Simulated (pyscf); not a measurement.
Single points on ωB97X-D3(BJ)/def2-SVP structures (PySCF, gas phase). MP2 and CC: frozen core, UHF for open shells. ΔMP2 is the change of the MP2 total energy from the triple- to the quadruple-zeta basis. Singlets are restricted, triplets unrestricted.

Singlet (Å):
```xyz
2

Al     0.4218    -0.3605     0.4935
Cl    -0.9143     0.6313     1.8339
```

Triplet (Å):
```xyz
2

Al     0.4524    -0.3910    -0.4817
Cl     1.9255     1.1324    -0.4078
```

Task: For these two minima of Al–Cl, which spin state lies lower at CCSD(T)/def2-TZVPP + ΔMP2(QZVPP), and by how much (electronic energies)?

Result: The singlet, by 287.4 kJ/mol. Zero-point energy shifts E(triplet) − E(singlet) by +0.1 kJ/mol. 

E(triplet) − E(singlet) by level (kJ/mol):

| level | gap |
|---|---|
| ωB97X-D3(BJ)/def2-TZVP | +293.0 |
| PBE/def2-TZVP | +276.0 |
| r²SCAN/def2-TZVP | +252.0 |
| B3LYP-D3(BJ)/def2-TZVP | +293.3 |
| PBE0-D3(BJ)/def2-TZVP | +270.1 |
| M06-2X/def2-TZVP | +294.0 |
| ωB97M-D3(BJ)/def2-TZVP | +322.9 |
| HF/def2-TZVP | +204.3 |
| MP2/def2-QZVPP | +270.2 |
| CCSD/def2-TZVPP | +284.1 |
| CCSD(T)/def2-TZVPP | +286.2 |
| CCSD(T)/def2-TZVPP + ΔMP2(QZVPP) | +287.4 |

The triplet is the lowest one reached from the SCF start used. The CCSD(T) − MP2 part came from Ansatz, without density fitting, on the same reference. The term symbol of open-shell Al–Cl was not checked; spin-orbit terms are left out.
